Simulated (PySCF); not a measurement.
From one molecule to another.

First species: 3-amino-1-propanol, C3H9NO.
SMILES: `NCCCO`

Second species: sulfur difluoride, SF₂.
Bonds: F1–S2, S2–F3.

Levels: CAM-B3LYP/aug-cc-pVTZ for dipole moment, HOMO energy, LUMO energy, HOMO–LUMO gap, static isotropic polarisability and electronic spatial extent ⟨r²⟩ about the centre of nuclear charge; TDDFT CAM-B3LYP/aug-cc-pVTZ for lowest singlet excitation; TDA CAM-B3LYP/aug-cc-pVTZ for lowest triplet excitation (Tamm–Dancoff); PBE0-D3(BJ)/def2-TZVP for rotational constant A and rotational constant C. Geometries: PBE0-D3(BJ)/def2-TZVP. Each structure is a single optimised conformer of the isolated species, non-relativistic unless stated. Electronic properties by PySCF.

Dipoles, sizes and rotational constants follow the conformer. The torsions of the flexible species, by atom-mapped SMILES:
- `[NH2:1][CH2:2][CH2:3][CH2:4][OH:5]`: N1–C2–C3–C4 61°, C2–C3–C4–O5 -66°, H–N1–C2–C3 71°, H–N1–C2–C3 -170°, H–O5–C4–C3 44°

Task: Which has the higher S1 energy?

Result: The first: 5.97 eV against 3.42 eV, a difference of 2.55 eV.

Task: Which has the higher HOMO energy?

Result: The first: -8.63 eV against -8.78 eV, a difference of 0.15 eV.

Task: Which has the higher dipole moment?

Result: The first: 3.53 D against 1.09 D, a difference of 2.44 D.

Task: Which of the two has the higher ⟨r²⟩, and by how much?

Result: The first: 474 bohr² against 177 bohr², a difference of 297 bohr².

Task: Which has the higher rotational constant A?

Result: The second: 27.080 GHz against 7.459 GHz, a difference of 19.621 GHz.

Task: Which has the higher static isotropic polarisability?

Result: The first: 53.6 au against 23.5 au, a difference of 30.1 au.

Task: Which of the two has the higher LUMO energy, and by how much?

Result: The first: 0.07 eV against -0.69 eV, a difference of 0.76 eV.

Task: Which has the higher rotational constant C?

Result: The second: 6.835 GHz against 2.885 GHz, a difference of 3.950 GHz.

On the first: The principal polarisabilities are 48.6, 54.5 and 57.7 au; their mean is the isotropic value. The structure is a single PBE0-D3(BJ)/def2-TZVP conformer in the gas phase; no vibrational or solvent corrections.

On the second: The polarisability is 3.49 Å³ as a volume (1 au = 0.148185 Å³), or 0.69 au for each of the 34 electrons. No computed singlet falls in the visible range (750 to 380 nm, 1.65 to 3.26 eV); S1 lies 0.16 eV above its blue end. Geometry: PBE0-D3(BJ)/def2-TZVP; no solvent, vibrations or thermal averaging.
